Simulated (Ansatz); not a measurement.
# CHNS: energies up the ladder

One table from this session's results is given with a row withheld; the runs are named, their logs left out.

Program: Ansatz 0.2.0. Level of theory: the levels named in each step. These are calculated values, not measurements.

## The structure to begin with

Bond lengths: N1–C2 1.196 Å, C2–S3 1.550 Å, N1–H4 0.996 Å. Angles: N1–C2–S3 169.6°, C2–N1–H4 137.3°.

Coordinates:

```xyz
4

N    -1.6631   -0.2446    0.3287
C    -0.5044    0.0020    0.1613
S     0.9915    0.1022   -0.2311
H    -2.4201    0.1237    0.8612
```

The first run:

input.yaml reads:

```yaml
crystal:
  periodic: [false, false, false]
  atoms:
    - { symbol: "N", position_ang: [-1.68519215, -0.27702202, 0.30999267] }
    - { symbol: C, position_ang: [-0.5241071, -0.04507993, 0.12925154] }
    - { symbol: S, position_ang: [0.992523, 0.13898103, -0.20171811] }
    - { symbol: H, position_ang: [-2.37930375, 0.1664809, 0.88258389] }
basis:
  gaussian: { orbitals: def2-TZVPP }
hamiltonian:
  xc: pbe0
  dispersion: d4
phonons: {}
```

Launch:

```sh
ansatz run input.yaml --threads 4 --pin off --max-ram 10240MiB --backend cpu --events-out ev --progress --plain --runs-dir out
```

Steps of the session up to this table: Frequencies, PBE0-D4/def2-TZVPP; Single point, PBE-D4/def2-TZVPP; Single point, r2SCAN-D4/def2-TZVPP; Single point, B3LYP-D4/def2-TZVPP; Single point, wB97M-V/def2-TZVPP; Single point, B2PLYP/def2-TZVPP; Single point, LDA/def2-TZVPP; Single point, PBE0-D4/def2-SVP; Single point, PBE-D4/def2-SVP; Single point, CCSD(T)/def2-TZVPP; Single point, CCSD(T)/def2-QZVPP; The cation of multiplicity 2 at the same geometry, PBE0-D4/def2-TZVPP; The cation of multiplicity 2 at the same geometry, PBE-D4/def2-TZVPP; The cation of multiplicity 2 at the same geometry, r2SCAN-D4/def2-TZVPP; The cation of multiplicity 2 at the same geometry, B3LYP-D4/def2-TZVPP; The cation of multiplicity 2 at the same geometry, wB97M-V/def2-TZVPP; The cation of multiplicity 2 at the same geometry, B2PLYP/def2-TZVPP; The cation of multiplicity 2 at the same geometry, CCSD(T)/def2-TZVPP; The cation of multiplicity 2 at the same geometry, CCSD(T)/def2-QZVPP.

One of the session's tables, all rows but one given; the rest of the session is left out.

It belongs to the step «Vertical ionisation energy». 

```
               level  vertical ionisation energy (eV)
   PBE-D4/def2-TZVPP                            9.969
r2SCAN-D4/def2-TZVPP                            9.964
 B3LYP-D4/def2-TZVPP                           10.020
  wB97M-V/def2-TZVPP                            9.969
   B2PLYP/def2-TZVPP                           10.009
  CCSD(T)/def2-TZVPP                                ?
  CCSD(T)/def2-QZVPP                           10.021
         CCSD(T)/CBS                           10.107
```

Estimate the missing values for CCSD(T)/def2-TZVPP.

As computed: vertical ionisation energy (eV): 9.903. In the column «vertical ionisation energy (eV)» it is the lowest.
